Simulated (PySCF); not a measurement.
Basis-set dependence of population analyses: `C[PH](C)=O`

Compound: C₂H₇OP.
Bonds: C1–P2, P2–C3, P2–O4 (double). Hydrogens: H5, H6, H7 on C1; H8 on P2; H9, H10, H11 on C3.

PBE0 throughout (PySCF), one geometry, spherical d and f functions. Isolated species at its PBE0-D3(BJ)/def2-SVP geometry, gas phase. Atoms taken as equivalent share a column and are averaged.

Mulliken charges (e):

```tsv
basis	functions	C1/C3	P2	O4	H5 (×6)	H8
STO-3G	31	-0.386	+0.848	-0.497	+0.086	-0.094
6-31G	54	-0.795	+0.982	-0.666	+0.219	-0.043
6-31G*	74	-0.755	+0.830	-0.579	+0.217	-0.040
def2-SVP	95	-0.281	+0.587	-0.528	+0.089	-0.030
6-311+G(2d,p)	158	-0.586	+0.722	-0.613	+0.177	+0.002
def2-TZVP	172	-0.428	+0.515	-0.547	+0.147	+0.007
```

IAO charges (e):

```tsv
basis	functions	C1/C3	P2	O4	H5 (×6)	H8
STO-3G	31	-0.597	+1.073	-0.641	+0.140	-0.079
6-31G	54	-0.679	+1.214	-0.846	+0.176	-0.068
6-31G*	74	-0.689	+1.402	-0.903	+0.166	-0.115
def2-SVP	95	-0.678	+1.401	-0.897	+0.162	-0.117
6-311+G(2d,p)	158	-0.706	+1.441	-0.936	+0.170	-0.114
def2-TZVP	172	-0.711	+1.458	-0.938	+0.170	-0.119
```

Some averages cover members that differ in this geometry, most widely: H5 (×6), Mulliken in 6-31G +0.202 to +0.231; H5 (×6), Mulliken in 6-311+G(2d,p) +0.160 to +0.187; H5 (×6), Mulliken in def2-SVP +0.073 to +0.099; H5 (×6), Mulliken in 6-31G* +0.202 to +0.228 e.

**Question.** Which scheme is steadiest as the basis changes?

**Answer.** Largest range over the bases for any column: IAO 0.39 e, Mulliken 0.51 e. IAO charges move least and Mulliken charges most, counted in e. Without the minimal STO-3G basis the ranges are IAO 0.24, Mulliken 0.51 e.

**Question.** How much do the charges still move between the two largest bases, 6-311+G(2d,p) and def2-TZVP?

**Answer.** At most, over all atoms: Mulliken 0.207 e, IAO 0.017 e.

**Question.** What do the same runs give for the total energy, the frontier levels and the dipole moment?

**Answer.** 
```csv
basis,energy (Eh),HOMO (eV),LUMO (eV),μ (D)
STO-3G,-490.7762,-2.39,7.60,2.93
6-31G,-496.5468,-7.19,2.07,4.82
6-31G*,-496.6888,-7.40,2.04,4.19
def2-SVP,-496.4851,-7.40,1.42,4.07
"6-311+G(2d,p)",-496.7844,-7.75,-0.06,4.41
def2-TZVP,-496.8051,-7.71,0.86,4.26
```

The dipole is fixed by the density alone, so its range of 1.89 D shows that the density itself changes with the basis, not only its division among atoms.
